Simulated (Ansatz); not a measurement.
**C3H8O (1-propanol) at CCSD(T)/cc-pVDZ**

What is the vertical ionisation energy of C3H8O (1-propanol) at CCSD(T)/cc-pVDZ? 

Program for the calculation: Ansatz 0.2.0.

57 further runs of the same task are left out: 57 set aside as unsound or not needed.

### Step 1. The system as given

C3H8O: 12 atoms, total charge 0, spin state singlet. SMILES: `CCCO`. The shape is that of a PBE0-D4/def2-TZVP optimisation. This is one conformer, not always the lowest.

Bond lengths: C1–C2 1.519 Å, C2–C3 1.516 Å, C3–O4 1.412 Å, C1–H5 1.094 Å, C1–H6 1.092 Å, C1–H7 1.093 Å, C2–H8 1.097 Å, C2–H9 1.094 Å, C3–H10 1.101 Å, C3–H11 1.094 Å, O4–H12 0.961 Å. Some angles: C1–C2–C3 112.3°, C2–C3–O4 113.3°, C1–C2–H8 109.7°, C1–C2–H9 110.5°, C3–C2–H8 109.0°, C3–C2–H9 108.6°, C2–C1–H5 111.3°, C2–C1–H6 111.4°, C2–C1–H7 111.1°, C2–C3–H10 109.8°.

### Step 2. The energy at CCSD(T)/cc-pVDZ

Input file job.yaml:

```yaml
crystal:
  periodic: [false, false, false]
  atoms:
    - {symbol: C, position_ang: [-0.969100, 1.139200, -0.250500]}
    - {symbol: C, position_ang: [-0.161900, 0.113800, 0.526800]}
    - {symbol: C, position_ang: [0.802100, -0.651000, -0.358500]}
    - {symbol: O, position_ang: [1.602700, -1.571400, 0.351900]}
    - {symbol: H, position_ang: [-1.556100, 0.666100, -1.042600]}
    - {symbol: H, position_ang: [-1.662800, 1.676100, 0.399200]}
    - {symbol: H, position_ang: [-0.316500, 1.879500, -0.721400]}
    - {symbol: H, position_ang: [-0.839700, -0.597900, 1.015100]}
    - {symbol: H, position_ang: [0.408200, 0.599300, 1.325000]}
    - {symbol: H, position_ang: [0.247500, -1.152600, -1.166000]}
    - {symbol: H, position_ang: [1.500700, 0.042600, -0.835000]}
    - {symbol: H, position_ang: [1.022000, -2.198800, 0.790000]}
basis:
  gaussian:
    orbitals: cc-pVDZ
correlation:
  method: ccsd_t
  frozen_orbitals: {C: 1, H: 0, O: 1}
accuracy: high
scf:
  omitted_lower_state_checks: [cluster_reference, increment]
```

The run is started by

```sh
$ ansatz run job.yaml --threads 1 --pin off --max-ram 3480MiB --events-out events.jsonl --progress --plain --runs-dir runs
```

Standard output, shortened:

```text
Warning: RAYON_NUM_THREADS=1 ignored (pool sized by the plan → 1); use --threads N
Functional definition: HF
  name "HF"
[...]
2363 factors; integrals over basis functions are off by at most 3.4e-9 eV
[...]
mean field -5255.33069539 eV, -193.1298408646 hartree, gradient 1.1e-8 eV, S^2 0.000000; 0 other end points of the search recorded, 0 dependent functions left out
4 core orbitals not correlated: weight in the atoms' cores, before any rotation towards them, 1.000 or more for the frozen orbitals, at most 0.000 for the correlated occupied ones
reference -5255.33069539 eV, -193.1298408646 hartree; 13, 13 occupied and 79, 79 virtual orbitals, 2363 factors
second order -16.97542940 eV of doubles, -0.00000000 eV of singles
cycle   1  -17.84190956 eV  change   -8.7e-1 eV  update   7.8e-2
[...]
cycle  20  -18.35036228 eV  change  -6.1e-10 eV  update   2.2e-9
perturbative correction -0.47568846 eV, -0.0174812283 hartree
Total energy: -5274.15674613 eV, -193.8216854683 hartree
Checks for a lower state left out: cluster_reference, increment
```

Run time: 37 s. Hardware: 1 thread of Arm Neoverse V1, shared host; peak memory 0.73 GiB.

### Step 3. The doublet cation, same level

Input file in.yaml:

```yaml
crystal:
  periodic: [false, false, false]
  atoms:
    - symbol: C
      position_ang: [-0.969100, 1.139200, -0.250500]
    - symbol: C
      position_ang: [-0.161900, 0.113800, 0.526800]
    - symbol: C
      position_ang: [0.802100, -0.651000, -0.358500]
    - symbol: O
      position_ang: [1.602700, -1.571400, 0.351900]
    - symbol: H
      position_ang: [-1.556100, 0.666100, -1.042600]
    - symbol: H
      position_ang: [-1.662800, 1.676100, 0.399200]
    - symbol: H
      position_ang: [-0.316500, 1.879500, -0.721400]
    - symbol: H
      position_ang: [-0.839700, -0.597900, 1.015100]
    - symbol: H
      position_ang: [0.408200, 0.599300, 1.325000]
    - symbol: H
      position_ang: [0.247500, -1.152600, -1.166000]
    - symbol: H
      position_ang: [1.500700, 0.042600, -0.835000]
    - symbol: H
      position_ang: [1.022000, -2.198800, 0.790000]
basis:
  gaussian: {orbitals: cc-pVDZ}
total_charge: 1
magnetization: {spin_polarized: true, initial_magnetization: 1}
correlation: {method: ccsd_t, frozen_orbitals: {C: 1, H: 0, O: 1}}
accuracy: high
scf: {omitted_lower_state_checks: [cluster_reference, increment]}
```

The run is started by

```sh
$ ansatz run in.yaml --threads 1 --pin off --max-ram 3480MiB --events-out events.jsonl --progress --plain --runs-dir runs
```

Standard output, shortened:

```text
Warning: RAYON_NUM_THREADS=1 ignored (pool sized by the plan → 1); use --threads N
[... 2 set-up lines as earlier in the session ...]
[...]
2363 factors; integrals over basis functions are off by at most 3.4e-9 eV
[...]
mean field -5246.03275746 eV, -192.7881479478 hartree, gradient 1.9e-8 eV, S^2 0.761305; 5 other end points of the search recorded, 0 dependent functions left out
4 core orbitals not correlated: weight in the atoms' cores, before any rotation towards them, 1.000 or more for the frozen orbitals, at most 0.000 for the correlated occupied ones
reference -5246.03275746 eV, -192.7881479478 hartree; 13, 12 occupied and 79, 80 virtual orbitals, 2363 factors
second order -15.73648129 eV of doubles, -0.00000000 eV of singles
cycle   1  -16.78674395 eV  change    -1.1e0 eV  update   9.8e-2
[...]
cycle  37  -17.48374425 eV  change   9.1e-10 eV  update   1.1e-9
perturbative correction -0.49370254 eV, -0.0181432337 hartree
Total energy: -5264.01020425 eV, -193.4488069319 hartree
Checks for a lower state left out: cluster_reference, increment
```

Wall time 3 min (1 thread of Arm Neoverse V1, shared host); peak memory 1.5 GiB.

### Step 4. Outcome

At CCSD(T)/cc-pVDZ, 4 core orbitals frozen:

```
                                                   quantity          value
                                singlet C3H8O: total energy  -193.82169 Eh
 singlet C3H8O: correlation energy (4 core orbitals frozen)     -691.8 mEh
                              singlet C3H8O: (T) correction     -17.48 mEh
                               singlet C3H8O: T1 diagnostic          0.008
                               doublet cation: total energy  -193.44881 Eh
doublet cation: correlation energy (4 core orbitals frozen)     -660.7 mEh
                             doublet cation: (T) correction     -18.14 mEh
          doublet cation: ⟨S²⟩ of the reference determinant          0.761
                              doublet cation: T1 diagnostic          0.035
         vertical ionisation energy (to the doublet cation)      10.147 eV
```

**Reading.** Removing an electron at fixed nuclei costs 10.15 eV (234 kcal/mol). The triples (singlet C3H8O) make up 2.5 % of the correlation energy. The triples (doublet cation) make up 2.7 % of the correlation energy.
